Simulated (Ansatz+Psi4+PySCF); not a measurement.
# singlet HCl: levels of theory in one basis

```yaml
atoms:
  - { symbol: Cl, position_ang: [0.0000, 0.0000, 0.0711] }
  - { symbol: H, position_ang: [0.0000, 0.0000, -1.2089] }
```

Basis set: cc-pVTZ on H; cc-pV(T+d)Z on Cl (spherical functions). Left uncorrelated: 5 orbitals. Charge 0, multiplicity 1.

Computed with Ansatz (development build ahead of 0.2.0) and Psi4 1.11; each method stands on the lowest determinant of its kind that the runs found.

```csv
method,E − E(RHF) (eV),<S²> of the determinant
RHF,0.00,0.00
RHF-MP2,-5.53,–
RHF-CCSD(T),-6.31,–
```

Q: What does RHF-CCSD give on the same scale?

A: -6.10 eV.
